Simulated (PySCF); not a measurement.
Level of theory: ωB97X-D3(BJ)/def2-TZVP // B3LYP-D3(BJ)/def2-TZVP (PySCF). All species are isolated molecules in the gas phase. 

Reference species (SMILES): `[GeH3]` (neutral, multiplicity 2).

The dipole moment comes out as 0.06 D.

Changed species: `[SiH3]` (radical fragment; the reference has radical fragment).

Give the shifts of the dipole moment.

the dipole moment stays essentially unchanged.
